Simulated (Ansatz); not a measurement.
Reading a saddle point

A first-order saddle point of CH₇NSi, singlet, PBE0-D4/def2-TZVP, with one imaginary mode of 1334i cm⁻¹:

```json
{"atom": "Si1", "x (Å)": "-0.0255", "y (Å)": "0.5328", "z (Å)": "0.0142"}
{"atom": "H2", "x (Å)": "1.6075", "y (Å)": "0.1783", "z (Å)": "-0.6307"}
{"atom": "N3", "x (Å)": "-0.5901", "y (Å)": "0.7185", "z (Å)": "-1.5044"}
{"atom": "H4", "x (Å)": "0.9887", "y (Å)": "0.4400", "z (Å)": "-1.2934"}
{"atom": "H5", "x (Å)": "0.3871", "y (Å)": "1.6210", "z (Å)": "0.9510"}
{"atom": "C6", "x (Å)": "-0.3103", "y (Å)": "-1.0350", "z (Å)": "0.9446"}
{"atom": "H7", "x (Å)": "-0.8949", "y (Å)": "1.5932", "z (Å)": "-1.9032"}
{"atom": "H8", "x (Å)": "0.4892", "y (Å)": "-1.2259", "z (Å)": "1.6646"}
{"atom": "H9", "x (Å)": "-1.2510", "y (Å)": "-0.9452", "z (Å)": "1.4992"}
{"atom": "H10", "x (Å)": "-0.4007", "y (Å)": "-1.8779", "z (Å)": "0.2581"}
```

Computed with Ansatz 0.2.0 (basis: def2-TZVPP and def2-QZVPP); correlated methods freeze the cores. Extrapolation: Hartree–Fock as exp(−7.88 √X), correlation as X^−2.97.

Q: Which contacts change along the imaginary mode, and what lies on either side? (A judgement: the text doesn't fix the answer.)

A: By the calculation: The step is CH₇NSi ([CH3][SiH2][NH2]) → CH₅NSi ([CH3][SiH][NH]) + H₂, with the molecules in contact on both sides. Shortening one way: H2–H4; lengthening the same way: Si1–H2, N3–H4.
```json
{"pair": "H2–H4", "one side (Å)": "2.80", "saddle (Å)": "0.94", "other side (Å)": "0.75"}
{"pair": "Si1–H2", "one side (Å)": "1.49", "saddle (Å)": "1.79", "other side (Å)": "4.17"}
{"pair": "N3–H4", "one side (Å)": "1.01", "saddle (Å)": "1.62", "other side (Å)": "2.59"}
```

Q: Which side is lower, and how far does the saddle lie above each? (To be estimated.)

A: By the calculation: The side with Si1–H2, N3–H4 short is lower by 2.339 eV; the saddle lies 3.490 eV above it and 1.151 eV above the other (CCSD(T) at an estimated basis limit (MP2 extrapolated from triple and quadruple zeta, plus CCSD(T) − MP2 in triple zeta); electronic energies).

The T1 diagnostic stays at or below 0.017.

Labels in which every atom is bracketed show which atoms are joined, not bond orders.

For scale, one of the runs: CCSD(T)/def2-TZVPP, 202 basis functions, launched by `ansatz run in.yaml --threads 2 --pin off --events-out ev --progress --plain --max-ram 4352MiB`. The run took 83 s on 2 CPU threads of an Arm Neoverse N1 (shared host), with 2.5 GiB of host memory at its peak.
